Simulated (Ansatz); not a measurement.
The same path of BH₇Si (9 atoms, charge 0, multiplicity 1) was run twice with different band settings.

These are results of RKS r2SCAN-D4/def2-SVP (Ansatz), not measurements.

Relaxed end points:

```xyz
9
Properties=species:S:1:pos:R:3
B -0.111 -0.074 0.354
H 0.595 0.749 0.885
H 0.574 -0.731 -0.436
H -1.163 0.216 -0.164
Si 0.196 -2.177 0.787
H -0.404 -2.870 -0.383
H 1.670 -2.331 0.899
H -0.399 -2.810 2.011
H -0.484 -0.760 1.376
```

```xyz
9
Properties=species:S:1:pos:R:3
B 0.002 -0.073 0.303
H -0.068 0.755 1.180
H 0.335 0.206 -0.824
H -1.051 -0.719 0.279
Si 0.087 -2.175 0.837
H -0.373 -2.871 -0.394
H 1.380 -2.824 1.236
H -0.833 -2.313 1.996
H 0.998 -0.775 0.717
```

Common settings: movable images 7; climbing image yes; spring 5.0 eV/Å²; optimiser quadratic models (default); force threshold 0.05 eV/Å; iteration limit 60; end points relaxed.

| run | start path |
| --- | --- |
| 1 | through a guess of the saddle point |
| 2 | straight line |

(1) What does each run give, and how far can it be trusted?

## Answers

(1) Run 1: converged after 19 iterations, highest image 0.055 eV above the first end. A vibrational analysis at the climbing image gives one clearly imaginary mode, 208i cm⁻¹: a first-order saddle point.
Run 2: converged after 9 iterations, highest image 0.055 eV above the first end. Another band between the same ends (7 images) ends at a top of the same energy, where a vibrational analysis finds 1 clearly imaginary mode.
